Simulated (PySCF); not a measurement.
Nitrosomethane, CH3NO.
Atom-mapped SMILES: `[CH3:1][N:2]=[O:3]` (hydrogens: H4, H5, H6 on C1)

A GFN2-xTB structure was refined with PySCF, CAM-B3LYP/def2-TZVP geometry optimisation, gas phase. Its GFN2-xTB values:

```csv
coordinate,GFN2-xTB
C1–N2,1.439 Å
C1–H4,1.091 Å
N2=O3,1.210 Å
C1–N2–O3,117.1°
N2–C1–H4,106.6°
N2–C1–H6,114.0°
H4–C1–H5,106.8°
H4–C1–H6,111.2°
```

Task: How do these coordinates change at the CAM-B3LYP/def2-TZVP level?

Result: 
```tsv
coordinate	CAM-B3LYP/def2-TZVP (Å or °)	change
C1–N2	1.468	+0.029
N2=O3	1.193	-0.017
C1–H4	1.091	0.000
C1–N2–O3	114.0	-3.1
N2–C1–H6	111.5	-2.5
H4–C1–H6	111.9	+0.7
H4–C1–H5	107.4	+0.6
N2–C1–H4	106.8	+0.2
```

The energy falls by 0.86 kcal/mol over 8 energy and gradient evaluations, the largest force component goes from 0.0311 to 2.6e-04 Eh/bohr, and the atoms move by 0.027 Å rms after alignment. The bond that changes most is C1–N2 (N-methyl carbon to nitroso nitrogen), which lengthens by 0.029 Å. Bonds longer at the end by more than 0.005 Å: 1 of 5; shorter: 1. Rotational constants go from 65949, 11394, 10329 to 62803, 11637, 10451 MHz.

The run used 111 basis functions and 72 SCF cycles in all.

No frequency check.
